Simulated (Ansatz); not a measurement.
```yaml
crystal:
  periodic: [false, false, false]
  atoms:
    - {symbol: C, position_ang: [0.000000, 0.000000, -1.892646]}
    - {symbol: Al, position_ang: [0.000000, 0.000000, 0.000000]}
    - {symbol: C, position_ang: [0.000000, 0.000000, 1.892646]}
basis:
  gaussian: {orbitals: def2-TZVP}
magnetization: {spin_polarized: true, initial_magnetization: 1}
hamiltonian: {xc: pbe0}
relax: {f_tol: 0.004, max_steps: 80}
```

```sh
$ ansatz run in.yaml --threads 1 --pin off --events-out ev --progress --plain --max-ram 2176MiB
```

Steps of the relaxation (energy above the last step; positions in Å, forces in eV/Å):

```
3
step 1, 11.7 meV
C     0.000    0.000   -1.893    0.000    0.000   -0.497
Al    0.000    0.000    0.000    0.000    0.000    0.136
C     0.000    0.000    1.893    0.000    0.000    0.361
```

```
3
step 2, 2.8 meV
C     0.000    0.000   -1.907    0.000    0.000   -0.232
Al    0.000    0.000    0.001    0.000    0.000    0.053
C     0.000    0.000    1.906    0.000    0.000    0.178
```

```
3
step 3, 0.0 meV
C     0.000    0.000   -1.921    0.000    0.000   -0.010
Al    0.000    0.000    0.002    0.000    0.000    0.005
C     0.000    0.000    1.918    0.000    0.000    0.006
```

```
3
step 4, 0.0 meV
C     0.000    0.000   -1.921    0.000    0.000    0.000
Al    0.000    0.000    0.002    0.000    0.000    0.000
C     0.000    0.000    1.919    0.000    0.000    0.000
```

Close pairs at the end: Al2–C3 1.916 Å, C1–Al2 1.924 Å.

A stationary point of unrestricted PBE0 after 4 steps, with ⟨S²⟩ = 2.689 against 0.75 for a pure state; no frequencies were run, so it isn't proven a minimum. 42 s on 1 thread of Intel Xeon 6975P-C, shared host.
